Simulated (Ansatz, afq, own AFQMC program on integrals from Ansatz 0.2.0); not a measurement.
Integrals from Ansatz 0.2.0, then the random walk in our own AFQMC program (afq).

```yaml
crystal:
  periodic: [false, false, false]
  atoms:
    - {symbol: Br, position_ang: [0.000000, 0.000000, -1.611333]}
    - {symbol: H, position_ang: [0.000000, 0.000000, 0.064667]}
    - {symbol: S, position_ang: [0.000000, 0.000000, 1.546667]}
basis:
  gaussian: {orbitals: cc-pVTZ}
magnetization: {spin_polarized: true, initial_magnetization: 2}
correlation: {method: ccsd_t, electrons: outside_noble_gas, hamiltonian_folder: ham}
```

```sh
$ ansatz run in.yaml --threads 1 --pin off --events-out ev --progress --plain --max-ram 16896MiB --backend cuda --devices 0, --max-vram 18GiB
```

afq runs on the folder ham with

```
--method phaseless --trial cisd --walkers 2600 --populations 20 --least-time 60 --time-step 0.005 --steps-per-block 50 --equilibration-blocks 28 --max-blocks 4000 --target-error 0.00022 --factor-cut 1e-05 --start spin_pure --seed 3988 --release-times 0.24,0.51,0.99,1.62,2.4 --release-step 0.03 --release-every 3 --taylor-order 6
```

Times are imaginary, in 1/Eh. The walk had a cap of 245 s. With eight or more populations the least sampling time is a fifth of least-time, and the error comes from their spread. Filled inner d shells are frozen with the cores.

Output of the walk:

```
orbitals 72  electrons 8 6  factors 487 of 554
reference energy -2970.52157650 Eh
CCSD correlation -0.34656031 Eh in 12 cycles, weight of the determinant in the CISD state 0.8514
energy of the start -2970.865052 Eh
 block  time / (1/Eh)  mean weight  energy / Eh
     1     0.250  0.9996  -2970.860402
     2     0.500  1.0002  -2970.865624
     3     0.750  1.0003  -2970.870539
     4     1.000  0.9996  -2970.875428
     5     1.250  1.0000  -2970.878600
    12     3.000  0.9996  -2970.883075
    19     4.750  0.9996  -2970.883254
    22     5.500  0.9997  -2970.885855
    26     6.500  1.0002  -2970.883424
    33     8.250  1.0000  -2970.883760
    40    10.000  0.9997  -2970.883713
    47    11.750  0.9999  -2970.883144
    54    13.500  0.9998  -2970.883892
    58    14.500  0.9999  -2970.881558
    61    15.250  0.9999  -2970.883232
    68    17.000  0.9990  -2970.883284
    75    18.750  0.9994  -2970.882370
    78    19.500  0.9993  -2970.883404
error from the spread of 20 populations
released: time / (1/Eh)  energy / Eh  error  mean overlap
  0.24  -2970.883359  0.000173  1.0035
  0.51  -2970.883751  0.000172  1.0015
  0.99  -2970.883923  0.000218  0.9969
  1.62  -2970.884162  0.000233  0.9895
  2.40  -2970.883676  0.000399  0.9976
energy -2970.883141 +/- 0.000218 Eh
(rows thinned)
```

The run passed its tests (sampling time, drift between the halves within three errors, error under three times the target), which doesn't prove that it has relaxed.

Against this walk (error 5.9 meV) on the same determinant: CCSD(T) 32.1 meV higher, CCSDT(Q) 25.8 meV lower. The error is statistical and leaves out the bias of the constraint. Released to 2.40 1/Eh the energy moves by -15 ± 12 meV (both errors), within twice the noise. CCSDT(Q) is the surest value here, so the walk's 26 meV above it is most likely the bias of the constraint with this trial, which can have either sign.

Cautions: constraint bias not in the error; no relativity below Rb; no spin-orbit coupling; inner d shell frozen; lower spins were not checked; unrestricted determinant slightly spin contaminated (⟨S²⟩ 2.06 against 2.00).

The walk took 2 min on 1 × NVIDIA H100 80GB HBM3 with 2 threads of AMD EPYC 7R13 Processor (Zen 3), on a shared host (the card was shared). The log's last line is the phaseless energy.

CCSDT and higher add their correlation energy to the determinant of the CCSD(T) run, since their own runs factorise the integrals more tightly (a shift of under 2 meV). A walk keeps the symmetry of its determinant, which the program's search chose and which needn't be the lowest solution, so a lower state of the same spin and another symmetry isn't excluded.
